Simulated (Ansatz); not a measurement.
Method: frozen-core CCSD(T)/cc-pVTZ // B3LYP-D3(BJ)/def2-TZVP run with Ansatz (an electronic-structure program).

Ansatz 0.2 input:
```yaml
crystal:
  periodic: [false, false, false]
  atoms:
    - { symbol: Cl, position_ang: [-0.857074, 1.520359, 0.000701] }
    - { symbol: B, position_ang: [0.000021, 0.00003, -0.000032] }
    - { symbol: Cl, position_ang: [-0.888167, -1.502358, 0.000255] }
    - { symbol: Cl, position_ang: [1.74522, -0.018031, -0.000925] }
basis:
  gaussian: { orbitals: cc-pVTZ }
correlation:
  method: ccsd_t
```

Output:

```
Functional definition: HF
796 factors; integrals over basis functions are off by at most 5.6e-4 eV
mean field evaluation 1: about -38185.9885 eV, gradient 1.9e1 eV
mean field evaluation 2: about -38186.3722 eV, gradient 2.1e1 eV
mean field evaluation 4: about -38187.7483 eV, gradient 2.2e0 eV
mean field evaluation 8: about -38187.7901 eV, gradient 9.3e-2 eV
mean field evaluation 16: about -38186.8614 eV, gradient 1.2e1 eV
mean field -38187.79021040 eV, -1403.3754056182 hartree, gradient 8.7e-6 eV, S^2 0.000000; 0 other end points of the search recorded, 0 dependent functions left out
16 core orbitals not correlated
reference -38187.79021040 eV, -1403.3754056182 hartree; 12, 12 occupied and 104, 104 virtual orbitals, 796 factors
second order -17.91501470 eV of doubles, -0.00000000 eV of singles
cycle   1  -18.64249101 eV  change   -7.3e-1 eV  update   8.7e-2
cycle   2  -19.01548978 eV  change   -3.7e-1 eV  update   2.4e-2
cycle   3  -19.09886078 eV  change   -8.3e-2 eV  update   1.3e-2
cycle   4  -19.08905306 eV  change    9.8e-3 eV  update   3.5e-3
cycle   5  -19.08797760 eV  change    1.1e-3 eV  update   1.3e-3
cycle   6  -19.08787247 eV  change    1.1e-4 eV  update   3.0e-4
cycle   7  -19.08784029 eV  change    3.2e-5 eV  update   7.9e-5
cycle   8  -19.08787491 eV  change   -3.5e-5 eV  update   1.8e-5
cycle   9  -19.08787614 eV  change   -1.2e-6 eV  update   4.9e-6
perturbative correction -0.86468254 eV, -0.0317764971 hartree
Total energy: -38207.74276907 eV, -1404.1086486252 hartree
```

Cost: around 20 core-seconds (rough).
